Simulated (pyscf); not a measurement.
This saddle point was located with ωB97X-D3(BJ)/def2-SVP in PySCF.

```xyz
15

Si    -0.6055     0.2795     0.0132
Si     1.5985     0.3982    -0.0127
Si    -1.5717    -1.4431    -1.1887
Si    -1.6463     1.6856     1.5211
H      1.6302     1.5705    -1.5128
H      2.3437     1.2575     0.9452
H      2.4374    -0.6618    -0.6329
H     -0.5356    -1.9900    -2.1135
H     -2.7218    -0.9312    -1.9878
H     -2.0489    -2.5361    -0.2930
H     -2.4632     0.9055     2.4961
H     -0.5839     2.4309     2.2588
H     -2.5353     2.6577     0.8203
F     -0.5806     1.4875    -1.6132
H      0.6514     1.5892    -1.6356
```
Charge 0, spin multiplicity 2.

Surface: doublet, charge 0. Lowest wavenumbers (cm⁻¹): 1601i, 36, 59, 76, 86.

Problem. Which two sides does it connect, and which bonds change?

Solution. H₃Si–Si•(SiH₃)–SiH₃ + hydrogen fluoride (HF) ⇌ F–Si(SiH₂•)(SiH₃)–SiH₃ + hydrogen (H₂), a concerted two-bond exchange read from left to right: H–Si, F–H broken and F–Si, H–H formed. At ωB97M-D3(BJ)/def2-TZVP it lies +147.7 kJ/mol from the left side and +214.0 kJ/mol from the right (each side as separated species at their lowest minima found). This saddle turned up in a search for another step; its sides and bond changes are read from the two ends of the descent. F–Si(SiH₂•)(SiH₃)–SiH₃ lies 34.9 kJ/mol over its isomer F–SiH₂–Si•(SiH₃)–SiH₃ (electronic energy, ωB97M-D3(BJ)/def2-TZVP). This is the saddle that the search found; another between the same sides may lie lower.
